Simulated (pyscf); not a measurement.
**Elimination: HAs=AsH → As≡As + H₂**

Gas phase, singlet surface, charge 0. Bonds broken: As1–H3, As2–H4. Bonds formed: H3–H4. Structures and frequencies: ωB97X-D3(BJ)/def2-SVP in PySCF.

Transition state (Å):

```xyz
4

As     1.5403     0.7951     0.2969
As     0.5891    -0.2181    -1.4221
H     -0.2907    -0.0687     0.0449
H     -0.9070    -0.5519    -0.5822
```

One imaginary mode, 1723i cm⁻¹; descent along it reached the two sides named, in the forms told below.

```csv
bond,change,reactant side (Å),saddle,product side
As1–H3,breaks,1.523,2.040,4.7
As2–H4,breaks,1.523,1.748,4.0
H3–H4,forms,2.6,1.003,0.760
```

Electronic energies relative to the reactant's lowest minimum found (kcal/mol):

```tsv
level	barrier	reaction energy	reverse barrier
ωB97X-D3(BJ)/def2-TZVP	62.8	+10.4	52.4
PBE/def2-TZVP	55.6	+7.8	47.8
r²SCAN/def2-TZVP	59.2	+8.2	51.1
B3LYP-D3(BJ)/def2-TZVP	60.3	+6.9	53.4
PBE0-D3(BJ)/def2-TZVP	58.8	+10.6	48.2
M06-2X/def2-TZVP	58.3	+6.1	52.1
ωB97M-D3(BJ)/def2-TZVP	60.6	+8.2	52.4
HF/def2-TZVP	69.9	+7.4	62.5
```

With ωB97M-D3(BJ)/def2-TZVP energies and thermal terms (ideal gas, 1 atm, RRHO with modes under 100 cm⁻¹ raised to 100, one conformer, R ln 2 for chiral ones without a mode under 150 cm⁻¹), in kcal/mol:

```csv
T (K),ΔH‡,ΔG‡,ΔH,ΔG
298,58.0,57.6,+6.6,-0.4
600,57.8,57.3,+7.2,-7.8
900,57.5,57.1,+7.1,-15.3
1200,57.1,57.1,+6.8,-22.7
```

On the reactant side the descent ends in the other cis-trans isomer, a step of its own away from the zero, 2.8 kcal/mol over the lowest minimum found and 60.0 kcal/mol under the saddle at ωB97X-D3(BJ)/def2-TZVP. At the saddle there is also a short As–H contact that neither side keeps. One saddle was located; it need not be the lowest between these sides. Elements up to Kr have no core potential and no relativistic terms here.
